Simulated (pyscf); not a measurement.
Four-centre exchange: H₃Si–AsH₂ + silane (SiH₄) → H₃Si–AsH₂ + silane (SiH₄)

Gas phase, singlet surface, charge 0. Bonds broken: Si2–H5, Si8–H9. Bonds formed: Si2–H9, H5–Si8. PySCF, gas phase, ωB97X-D3(BJ)/def2-SVP geometries.

Transition state (Å):

```xyz
12

As    -1.1629    -1.8093    -0.8011
Si    -0.2362    -0.3200     0.7633
H     -0.4331    -3.0007    -0.2052
H     -0.0848    -1.5157    -1.8276
H     -0.4111     0.8433    -0.4710
H     -0.4084    -1.1142     2.0491
H      1.1861     0.1276     0.8480
Si    -1.4651     1.9308     0.3297
H     -1.2503     0.7614     1.4837
H     -2.3307     2.5889     1.3874
H     -2.4469     1.5991    -0.7443
H     -0.3850     2.9419     0.1230
```

One imaginary mode, 612i cm⁻¹; descent along it reached the two sides named.

```json
[
 {"bond": "Si2–H5", "change": "breaks", "reactant side (Å)": "1.492", "saddle": "1.705", "product side": "3.6"},
 {"bond": "Si8–H9", "change": "breaks", "reactant side (Å)": "1.490", "saddle": "1.657", "product side": "3.7"},
 {"bond": "Si2–H9", "change": "forms", "reactant side (Å)": "3.5", "saddle": "1.648", "product side": "1.491"},
 {"bond": "H5–Si8", "change": "forms", "reactant side (Å)": "3.3", "saddle": "1.713", "product side": "1.490"}
]
```

Electronic energies relative to the separated reactants (kcal/mol):

```csv
level,barrier,reaction energy,reverse barrier
ωB97X-D3(BJ)/def2-TZVP,48.0,0.0,48.0
PBE/def2-TZVP,46.8,0.0,46.8
r²SCAN/def2-TZVP,47.8,0.0,47.8
B3LYP-D3(BJ)/def2-TZVP,50.9,0.0,50.9
PBE0-D3(BJ)/def2-TZVP,46.2,0.0,46.2
M06-2X/def2-TZVP,51.2,0.0,51.2
ωB97M-D3(BJ)/def2-TZVP,51.0,0.0,51.0
HF/def2-TZVP,68.8,0.0,68.8
```

With ωB97M-D3(BJ)/def2-TZVP energies and thermal terms (ideal gas, 1 atm, RRHO with modes under 100 cm⁻¹ raised to 100, one conformer, R ln 2 for chiral ones without a mode under 150 cm⁻¹), in kcal/mol:

```tsv
T (K)	ΔH‡	ΔG‡	ΔH	ΔG
298	51.7	61.9	0.0	0.0
600	51.8	72.2	0.0	0.0
900	52.3	82.3	0.0	0.0
1200	52.9	92.3	0.0	0.0
```

At the saddle there is also a short Si–Si contact that neither side keeps. This is the saddle that the search found; another between the same sides may lie lower. Elements up to Kr have no core potential and no relativistic terms here.
